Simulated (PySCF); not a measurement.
C₂H₅OS (doublet state).
Z-matrix (Å and degrees, GFN2-xTB geometry), rows numbered from 1:
```
C 
S   1  1.7260
C   2  1.8690  1   98.44
O   2  1.4605  1  108.87  3   110.93
H   1  1.0743  2  117.55  3  -138.66
H   1  1.0747  2  115.77  3    75.13
H   3  1.0824  2  107.93  1   -59.03
H   3  1.0842  2  107.37  1  -178.65
H   3  1.0835  2  108.31  1    61.84
```

The hyperfine couplings belong to this conformer and change with its torsions.

Identity: `[CH2][S@@](C)=O` [radical].

Method: UKS B3LYP, pcH-1 on C H O S, non-relativistic, mean-field spin-orbit, GIAO (PySCF). Isolated species at its GFN2-xTB geometry, gas phase. A GFN2-xTB geometry isn't a minimum of the functional, and hyperfine couplings can be far from their values at a DFT geometry. The SCF solution wasn't tested for stability.

**Question.** Match the computed a_iso(13C) values +107.2, +97.0 MHz with the sites C1; C3.

**Answer.** 
| site | a_iso (MHz) | ρ(0) (bohr⁻³) | position | distance from C1 (Å) | spin population | largest \|T\| (MHz) |
| --- | --- | --- | --- | --- | --- | --- |
| C1 | +107.2 | +0.0952 | largest spin population | 0.00 | +0.90 | 139.0 |
| C3 | +97.0 | +0.0863 | 2 bonds from C1 | 2.72 | +0.08 | 17.2 |

**Question.** Match the computed a_iso(1H) values -50.2, -41.6, -2.7 MHz (means over equivalent nuclei) with the sites H5; H6; H7/H8/H9.

**Answer.** 
```tsv
site	a_iso (MHz)	ρ(0) (bohr⁻³)	position	distance from C1 (Å)	bound to	spin population there	largest |T| (MHz)
H5	-50.2	-0.0112	α, 1 bond from C1	1.07	C1	+0.90	34.2
H6	-41.6	-0.0093	α, 1 bond from C1	1.07	C1	+0.90	34.3
H7/H8/H9	-2.7	-0.0006	γ, 3 bonds from C1	3.14	C3	+0.08	7.0
```

ρ(0) is the spin density at the nucleus and T the dipolar tensor; a_iso includes a spin–orbit part; entries for several nuclei are means. Largest spin populations (Mulliken): C1 (+0.90) and C3 (+0.08). C1 is the only atom above +0.15. The angles at C1 add up to 350.9°, so it is slightly pyramidal.

Class means assume fast exchange of nuclei equivalent by connectivity; if that motion is slow, each nucleus keeps its own coupling. H5 and H6 aren't averaged: C1 is flat or nearly so (angle sum 351°), and its turn about the short C1–S2 bond (1.73 Å) is taken as slow. The three 1H nuclei of mean -2.7 MHz run from -6.3 to 1.9 MHz in the frozen geometry.
